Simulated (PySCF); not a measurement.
# SMILES [H]/N=C\C(C)C, C4H9N

Geometry:
```json
{"atom": "C1", "x (Å)": "-1.310", "y (Å)": "-0.718", "z (Å)": "0.059"}
{"atom": "C2", "x (Å)": "-0.008", "y (Å)": "-0.011", "z (Å)": "-0.322"}
{"atom": "C3", "x (Å)": "-0.108", "y (Å)": "1.491", "z (Å)": "-0.048"}
{"atom": "C4", "x (Å)": "1.127", "y (Å)": "-0.589", "z (Å)": "0.479"}
{"atom": "N5", "x (Å)": "2.155", "y (Å)": "-1.173", "z (Å)": "0.068"}
{"atom": "H6", "x (Å)": "-2.140", "y (Å)": "-0.313", "z (Å)": "-0.515"}
{"atom": "H7", "x (Å)": "-1.521", "y (Å)": "-0.579", "z (Å)": "1.117"}
{"atom": "H8", "x (Å)": "-1.238", "y (Å)": "-1.785", "z (Å)": "-0.141"}
{"atom": "H9", "x (Å)": "0.189", "y (Å)": "-0.169", "z (Å)": "-1.390"}
{"atom": "H10", "x (Å)": "-0.918", "y (Å)": "1.927", "z (Å)": "-0.629"}
{"atom": "H11", "x (Å)": "0.820", "y (Å)": "1.992", "z (Å)": "-0.317"}
{"atom": "H12", "x (Å)": "-0.304", "y (Å)": "1.671", "z (Å)": "1.007"}
{"atom": "H13", "x (Å)": "1.035", "y (Å)": "-0.480", "z (Å)": "1.557"}
{"atom": "H14", "x (Å)": "2.221", "y (Å)": "-1.264", "z (Å)": "-0.947"}
```

Level of theory: GIAO BHandHLYP/pcSseg-1 magnetisability, rotational g tensor and spin-rotation constants, non-relativistic, gas phase (PySCF 2.14.0). Geometry: GFN2-xTB.

**Question.** Give the nuclear spin-rotation constants along the inertial axes (H = +C I·J) beside the isotropic shieldings.

**Answer.** Rotational constants 7.6833, 3.6909, 2.8227 GHz. A star marks the isotopologue with that one atom substituted, in its own axes.
| atom | isotope | Caa (kHz) | Cbb (kHz) | Ccc (kHz) | mean (kHz) | σ (ppm) |
| --- | --- | --- | --- | --- | --- | --- |
| N5 | 14N | 1.515 | 0.159 | 0.865 | 0.846 | -87.5 |
| H6 | 1H | -0.031 | -0.414 | -0.248 | -0.231 | 30.8 |
| H7 | 1H | -0.836 | -0.425 | 0.052 | -0.403 | 30.9 |
| H8 | 1H | -0.581 | -0.064 | -0.307 | -0.317 | 30.7 |
| H9 | 1H | -0.818 | -0.464 | 0.111 | -0.390 | 30.2 |
| H10 | 1H | -0.036 | -0.414 | -0.246 | -0.232 | 30.8 |
| H11 | 1H | -0.581 | -0.062 | -0.308 | -0.317 | 30.7 |
| H12 | 1H | -0.833 | -0.426 | 0.051 | -0.403 | 30.9 |
| H13 | 1H | -0.777 | -0.383 | 0.322 | -0.279 | 24.5 |
| H14 | 1H | -0.751 | -0.476 | 0.488 | -0.246 | 21.6 |
| C1 | 13C* | 1.131 | 0.487 | 0.449 | 0.689 | 164.9 |
| C2 | 13C* | 1.341 | 0.799 | 0.455 | 0.865 | 141.2 |
| C4 | 13C* | 2.995 | 0.779 | 1.648 | 1.808 | 2.2 |

For the geometry as given, no vibrational averaging.

**Question.** How do the rotational constants and the g tensor change when H6, H7, H8, H9, H10, H11, H12, H13, H14 are replaced by deuterium?

**Answer.** Constants 5.6040, 3.0758, 2.3636 GHz; g -0.0170, -0.0052, -0.0221, against -0.0229, -0.0057, -0.0262 before.
